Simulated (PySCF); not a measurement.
# NaP and its ions

ROHF-CCSD(T); basis Na aug-cc-pVDZ, P aug-cc-pV(D+d)Z; no relativity; PySCF 2.14. Neutral (ROHF): triplet (π ↑↑), Re = 2.724 Å, ωe = 252 cm⁻¹, De = 0.99 eV.

NaP⁺ (UHF): quartet (σ ↑, π ↑↑), Re = 3.200 Å, ωe = 111 cm⁻¹, De = 0.21 eV to Na⁺ + P. The energies at the minima are -502.68952 hartree for NaP and -502.47858 for NaP⁺.

(1) Work out the adiabatic ionisation energy, without and with harmonic zero-point energies (1 hartree = 27.2114 eV, 1 eV = 8065.5 cm⁻¹), and the change of the bond length.

Correlated steps freeze 6 core orbitals. UHF and ROHF references stand side by side, which adds small steps between rows. Weak bonds: NaP⁺. Basis-set superposition, not corrected here, can be much of De in a small basis, most of all at correlated wavefunction levels. For an ion De counts to the pair picked by the measured ionisation energies or electron affinities, which need not be the lowest pair at this level. States were picked by a PBE0 search and need not be the measured ground states.

Neutral and ion stand on different kinds of reference determinant, which adds to the error of the difference.

Results:

(1) At CCSD(T): 0.21094 hartree = 5.740 eV between the minima; the zero-point term (111.0 − 252.0)/2 cm⁻¹ = -0.009 eV makes it 5.731 eV. Re changes by +47.6 pm against the neutral. The electron leaves a σ orbital, and the ion is left as a loose complex of an ion and an atom.
